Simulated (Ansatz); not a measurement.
# How well does each level of theory give the band gap of rock-salt BaO?

Reference value: 4.4 eV (measured, temperature not stated, no zero-point or thermal correction; as tabulated in Abedi et al. (2022), arXiv:2211.14644).

```tsv
level (code)	value (eV)	cell (Å³/atom)
LDA+SOC (Ansatz)	1.86 (direct)	21.25
BLYP (Ansatz)	2.18	21.25
PBE+SOC (Ansatz)	2.00 (direct)	21.25
RPBE (Ansatz)	2.16	21.25
PBE-D4 (Ansatz)	2.03	21.19
rVV10 (Ansatz)	1.97	21.65
B3LYP (VWN-RPA form) (Ansatz)	3.77	21.25
HSE06+SOC (Ansatz)	___	21.25
PBE0 (Ansatz)	___	21.25
Hartree–Fock (Ansatz)	___	21.25
G0W0@HSE06 (Ansatz)	4.29	21.25
G0W0@PBE+SOC (Ansatz)	___	21.25
```

Problem. Fill in the missing entries.

Solution. 
- HSE06+SOC (Ansatz, an electronic-structure program), value (eV): 3.27 (direct)
- PBE0 (Ansatz), value (eV): 4.05
- Hartree–Fock (Ansatz), value (eV): 10.66
- G0W0@PBE+SOC (Ansatz), value (eV): 3.59

Differences against the reference: LDA+SOC -2.54 eV, BLYP -2.22 eV, PBE+SOC -2.40 eV, RPBE -2.24 eV, PBE-D4 -2.37 eV, rVV10 -2.43 eV, B3LYP (VWN-RPA form) -0.63 eV, HSE06+SOC -1.13 eV, PBE0 -0.35 eV, Hartree–Fock +6.26 eV, G0W0@HSE06 -0.11 eV, G0W0@PBE+SOC -0.81 eV.

Once the reference is moved by up to 0.31 eV (a margin picked here for doubts on the reference and the settings, and for temperature and zero-point motion) and values within 0.03 eV count as equal, the nearest can be G0W0@HSE06 (-0.11 eV) or PBE0 (-0.35 eV). Among them Hartree–Fock (+6.26 eV) misses by most.

Semilocal Kohn–Sham gaps run low as a rule, and all computed gaps are for a static lattice, while measured ones hold electron–phonon shifts unless said otherwise. Spin–orbit coupling is included only where a level's name says +SOC; with heavier elements it mostly lowers gaps and can invert bands.  PBE-D4, rVV10: the gap is read on the k mesh or supercell of the run alone and can be too large. G0W0@HSE06: GW on a hybrid start was not checked against another program. G0W0@PBE+SOC: spin–orbit coupling enters as the shift of the gap found with a semilocal functional. Values are at the measured cell; PBE-D4 at the level's own equilibrium cell; rVV10 at the level's own equilibrium cell. Cutoffs and k meshes differ between the levels. Ansatz's density-functional and Hartree–Fock values are scalar-relativistic unless marked +SOC, with PAW data made under PBE.

Differences are worked out from the printed values.
